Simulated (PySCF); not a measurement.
Molecule: `InChI=1S/C4H4N2/c1-2-5-4-6-3-1/h1-4H`.

Geometry (Å), atoms numbered from 1 in this order:
```xyz
10

C    -1.1346    0.0777    0.0786
C    -0.4837   -1.1524    0.0237
N     0.8400   -1.2498   -0.0676
C     1.5138   -0.1036   -0.1047
N     1.0029    1.1235   -0.0601
C    -0.3216    1.2075    0.0321
H    -2.2209    0.1519    0.1535
H    -1.0485   -2.0918    0.0540
H     2.6055   -0.1782   -0.1798
H    -0.7527    2.2151    0.0704
```

Geometry PBE0-D3(BJ)/def2-SVP throughout; GIAO in PySCF 2.14.0 with density-fitted response routines, gas phase, one conformer, non-relativistic; equivalent atoms averaged; basis pcSseg-2.

For orientation, B97-2 gives these absolute shieldings σ: C4 15.9, C2/C6 19.1, C1 56.1, N3/N5 -70.3, H9 21.95, H8/H10 22.51, H7 24.13 ppm.

A run gave: C4 20.8, C2/C6 24.6, C1 59.0, N3/N5 -60.6, H9 21.66, H8/H10 22.28, H7 23.96 ppm (absolute shieldings σ).

Which functional was used in that run?
A. B97-D
B. wB97X-D
C. OPBE
D. HF

Results:

C. C2/C6 tells them apart best: OPBE gives 24.6, wB97X-D gives 14.8, HF gives 19.0, B97-D gives 18.9 ppm.
